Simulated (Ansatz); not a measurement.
**Relative stability**

Two relaxed structures of CH4NSi, doublet (PBE0-D4/def2-TZVP; forces vanish, vibrations not checked).

A:

C1  (-0.474, -0.110, -0.722)
N2  (-0.660, -0.859, 0.537)
Si3  (0.738, 0.126, 0.669)
H4  (-0.219, -0.716, -1.588)
H5  (-1.190, 0.680, -0.946)
H6  (-1.550, -0.814, 1.008)
H7  (0.566, 1.345, 1.533)
(Å)

B:

```
7
angstrom
C -0.6552 0.0692 -0.6265
N -0.9965 -0.6159 0.5540
Si 0.6163 0.0542 0.6269
H -1.8560 -0.4449 1.0600
H -1.3232 0.7041 -1.1933
H 1.7457 -0.8991 0.6302
H 0.8409 1.1943 1.5460
```

Computed with Ansatz 0.2.0 (basis: def2-TZVPP); correlated methods freeze the cores; orbitals are unrestricted. B3LYP uses VWN-RPA correlation.

**Question.** Which structure is lower at CCSD(T), and by how much? (Judge from chemistry; the value comes from the calculation.)

**Answer.** Computed: A, by 7.59 kcal/mol (electronic energy, against the other). By their contacts, A is CH₄NSi ([CH2]1[NH][SiH]1) and B is CH₄NSi ([CH]1[NH][SiH2]1).

All methods give the same order:

```json
{"method": "PBE-D4", "E(B) − E(A) (kcal/mol)": "9.52"}
{"method": "r2SCAN-D4", "E(B) − E(A) (kcal/mol)": "7.42"}
{"method": "PBE0-D4", "E(B) − E(A) (kcal/mol)": "8.58"}
{"method": "B3LYP-D4", "E(B) − E(A) (kcal/mol)": "7.45"}
{"method": "wB97M-V", "E(B) − E(A) (kcal/mol)": "6.85"}
{"method": "HF", "E(B) − E(A) (kcal/mol)": "4.12"}
{"method": "MP2", "E(B) − E(A) (kcal/mol)": "9.28"}
{"method": "CCSD", "E(B) − E(A) (kcal/mol)": "7.00"}
{"method": "CCSD(T)", "E(B) − E(A) (kcal/mol)": "7.59"}
```

T1 diagnostic: at most 0.021. ⟨S²⟩ of the unrestricted Hartree–Fock references: 0.76 to 0.77 (a pure state has 0.75).

Labels in which every atom is bracketed show which atoms are joined, not bond orders.

For scale, one of the runs: CCSD(T)/def2-TZVPP, 160 basis functions, launched by `ansatz run in.yaml --threads 2 --pin off --events-out ev --progress --plain --max-ram 4352MiB`. Time: 61 s of wall clock on 2 CPU threads of an Arm Neoverse V1; the host was shared. Peak host memory: 2.7 GiB.
